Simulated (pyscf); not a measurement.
:HSi–PH₂ [singlet] + PH₃ → H₂P–SiH₂–PH₂, an insertion (singlet surface; H–P broken, P–Si, H–Si formed). Structures and frequencies: ωB97X-D3(BJ)/def2-SVP in PySCF. Correlated levels are frozen-core, on RHF or UHF. ΔMP2 is the change of the MP2 total energy from the triple- to the quadruple-zeta basis. Energies in kcal/mol from the separated reactants.

Small-basis levels: PySCF, no dispersion term, spherical d functions. 

**Question.** In single points MP2/6-31G* puts the saddle at 10.6 kcal/mol and the reaction energy at -51.9 kcal/mol. Should these be trusted to within a few kcal/mol? Compare with CCSD(T)/def2-TZVPP + ΔMP2(QZVPP).

**Answer.** CCSD(T)/def2-TZVPP + ΔMP2(QZVPP) gives ΔE‡ = 3.0 kcal/mol and ΔE = -51.6 kcal/mol. MP2/6-31G* lies 7.6 kcal/mol over it in the barrier and 0.3 kcal/mol under it in the reaction energy, so on this step it does not hold to within 3.0 kcal/mol. CCSD(T)/def2-TZVPP + ΔMP2(QZVPP) has limits of its own. On the reactant side the descent ends in a complex, 4.5 kcal/mol under the separated species and 5.8 kcal/mol under the saddle at ωB97X-D3(BJ)/def2-TZVP. :HSi–PH₂ [singlet] lies 11.4 kcal/mol over its isomer H₂Si=PH (electronic energy, ωB97M-D3(BJ)). This is the saddle that the search found; another between the same sides may lie lower. The CCSD(T) − MP2 part came from Ansatz, without density fitting, on the same reference.
